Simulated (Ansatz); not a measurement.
Task: Name a neutral molecule of C, Cl, F, N and H with HOMO energy (PBE/def2-TZVPP) between -7.55 and -7.25 eV and LUMO energy (ωB97M-V/def2-TZVPP) between 1.70 and 2.00 eV (Ansatz, PBE0-D4/def2-TZVP geometry).

Result: `N=C(F)Cl` (-7.46 eV, 1.93 eV). Other molecules can fit too; these were computed, each in one conformer that needn't be the lowest.
